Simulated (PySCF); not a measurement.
Molecule: `InChI=1S/C3H3F/c4-3-1-2-3/h1H,2H2`.

Structure with atom numbers: `[F:1][C:2]1=[CH:3][CH2:4]1`; H(Xn) means a hydrogen on atom n.

Spin–spin couplings on one PBE0-D3(BJ)/def2-SVP geometry, PySCF 2.14.0 with density-fitted response routines, gas phase, non-relativistic, equivalent pairs averaged; isotopes $^{19}$F, $^{13}$C, $^{1}$H; basis pcJ-1.

How do the couplings (Hz) change with the functional? Times are CPU seconds on shared hosts with different chips, so compare them loosely.

## Answers


```
functional  functions  $^{1}J$(F1,C2)  $^{1}J$(C3,H(C3))  $^{1}J$(C4,H(C4))  $^{1}J$(C2,C3)  $^{1}J$(C2,C4)  $^{1}J$(C3,C4)  $^{2}J$(F1,C3)  core-s
       LDA        138          -505.8              196.6              135.6            68.4             6.2            -3.5           -44.6     5.6
       PBE        138          -532.2              225.3              159.3            79.5            15.0             3.3           -35.9     9.2
       KT2        138          -554.4              244.0              171.1            63.1             4.4            -3.4           -44.2     9.9
     B3LYP        138          -497.4              245.5              174.3            89.6            21.8             8.5           -27.8     6.6
      PBE0        138          -491.6              232.9              164.7            88.6            21.5             8.2           -23.9      11
     B97-2        138          -479.9              223.6              158.6            83.6            20.7             9.1           -28.8      10
 BHandHLYP        138          -452.0              262.9              186.7           107.1            32.7            16.5            -5.2      12
 CAM-B3LYP        138          -473.6              243.6              171.7            91.1            22.5             8.9           -25.1      13
``` Left out for a near triplet instability: HF/pcJ-1.
